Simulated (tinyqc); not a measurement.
Extended Hueckel theory, for CH2, step by step. One step of it, computed by the program tinyqc.

Problem. Orbitals. Solve H C = S C e through S^(-1/2); fill by pairs from the bottom, a degenerate level sharing its electrons equally; each orbital has its largest coefficient positive (the first on a tie).

H (eV), lower triangle:
```
             1C 2s      1C 2px      1C 2py      1C 2pz       2H 1s       3H 1s
1C 2s   -21.400000
1C 2px    0.000000  -11.400000
1C 2py    0.000000    0.000000  -11.400000
1C 2pz    0.000000    0.000000    0.000000  -11.400000
2H 1s   -14.807212    0.000000   -8.853882   -5.883362  -13.600000
3H 1s   -14.807212    0.000000    8.853882   -5.883362   -3.184234  -13.600000
```

overlap S, lower triangle:
```
           1C 2s    1C 2px     1C 2py    1C 2pz     2H 1s     3H 1s
1C 2s   1.000000
1C 2px  0.000000  1.000000
1C 2py  0.000000  0.000000   1.000000
1C 2pz  0.000000  0.000000   0.000000  1.000000
2H 1s   0.483501  0.000000   0.404749  0.268954  1.000000
3H 1s   0.483501  0.000000  -0.404749  0.268954  0.133791  1.000000
```

valence electrons = 6

Give: orbital energies; occupations; coefficients; sum of one-electron energies.

Solution.

orbital energies (eV): -23.664  -15.590  -12.316  -11.400  4.531  15.695

occupations: 2.000  2.000  2.000  0.000  0.000  0.000

coefficients:
```
           MO1     MO2     MO3    MO4     MO5     MO6
1C 2s    0.726   0.000  -0.309  0.000   0.000   1.129
1C 2px   0.000   0.000   0.000  1.000   0.000   0.000
1C 2py   0.000   0.534   0.000  0.000   1.150   0.000
1C 2pz  -0.019   0.000   0.889  0.000   0.000   0.697
2H 1s    0.244   0.440   0.158  0.000  -0.857  -0.935
3H 1s    0.244  -0.440   0.158  0.000   0.857  -0.935
```

sum of one-electron energies = -103.140 eV
